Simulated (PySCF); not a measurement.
LiF, SMILES [Li][F]. Coordinates come from a PBE-D3(BJ)/def2-TZVPD optimisation.

Computed equilibrium geometry at PBE-D3(BJ)/def2-TZVPD (PySCF confirms it by a frequency run) as bond lengths and angles, and its point group:
point group C∞v.
Atoms: Li1 F2. Bonded distances (Å): Li1–F2 1.582.
Charge 0, spin multiplicity 1.
